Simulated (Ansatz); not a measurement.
# C3H6ClF: the cost of one run

Program: Ansatz 0.2.0. Level of theory: UKS B3LYP/STO-3G. These are calculated values, not measurements.

## 1. The starting structure

Bond lengths: Cl1–C2 2.061 Å, C2–C3 1.490 Å, C2–H4 1.085 Å, C2–C5 1.508 Å, C5–F6 1.368 Å, C5–H7 1.086 Å, C3–H9 1.087 Å, C3–H10 1.086 Å, C3–H11 1.090 Å. Angles (14 of 15 angles, heavy atoms first): Cl1–C2–C3 107.9°, Cl1–C2–C5 93.9°, C3–C2–C5 118.9°, C2–C5–F6 113.0°, Cl1–C2–H4 102.1°, C3–C2–H4 115.6°, H4–C2–C5 114.2°, C2–C3–H9 110.9°, C2–C3–H10 111.4°, C2–C3–H11 108.2°, C2–C5–H7 115.9°, F6–C5–H7 108.7°, H9–C3–H10 109.2°, H9–C3–H11 108.7°.

As a file:

```xyz
11

Cl   -1.0800   -1.2226    1.4182
C    -0.4027    0.2437    0.1380
C    -0.4595   -0.2969   -1.2496
H    -1.0832    1.0621    0.3497
C     0.9376    0.3630    0.8191
F     1.1343    1.5862    1.4003
H     1.8030    0.1249    0.2071
H     0.5494   -0.6044    1.7292
H     0.1674   -1.1797   -1.3470
H    -1.4771   -0.5474   -1.5357
H    -0.0892    0.4710   -1.9293
```

## 2. A restrained relaxation towards end A

Springs on the bonds that form and break draw the guess towards this end; the thresholds are loose.

Input file input.yaml:

```yaml
crystal:
  periodic: [false, false, false]
  atoms:
    - { symbol: Cl, position_ang: [-1.08, -1.2226, 1.4182] }
    - { symbol: C, position_ang: [-0.4027, 0.2437, 0.138] }
    - { symbol: C, position_ang: [-0.4595, -0.2969, -1.2496] }
    - { symbol: H, position_ang: [-1.0832, 1.0621, 0.3497] }
    - { symbol: C, position_ang: [0.9376, 0.363, 0.8191] }
    - { symbol: F, position_ang: [1.1343, 1.5862, 1.4003] }
    - { symbol: H, position_ang: [1.803, 0.1249, 0.2071] }
    - { symbol: H, position_ang: [0.5494, -0.6044, 1.7292] }
    - { symbol: H, position_ang: [0.1674, -1.1797, -1.347] }
    - { symbol: H, position_ang: [-1.4771, -0.5474, -1.5357] }
    - { symbol: H, position_ang: [-0.0892, 0.471, -1.9293] }
magnetization:
  spin_polarized: true
basis:
  gaussian: { orbitals: STO-3G }
hamiltonian:
  xc: b3lyp
relax:
  f_tol: 0.15
  max_steps: 25
  restrain:
    - { distance: [0, 7], at: 2.63, k: 30.0 }
    - { distance: [0, 1], at: 1.78, k: 30.0 }
    - { distance: [4, 7], at: 1.07, k: 30.0 }
output:
  orbitals: {}
```

Command:

```console
$ ansatz run input.yaml --threads 1 --pin off --max-ram 2048MiB --backend cpu --events-out ev --progress --plain --runs-dir out
```

Q: Estimate wall time and peak memory on 1 thread of Arm Neoverse V2, shared host.

About 19 s, with a peak of 0.15 GiB.
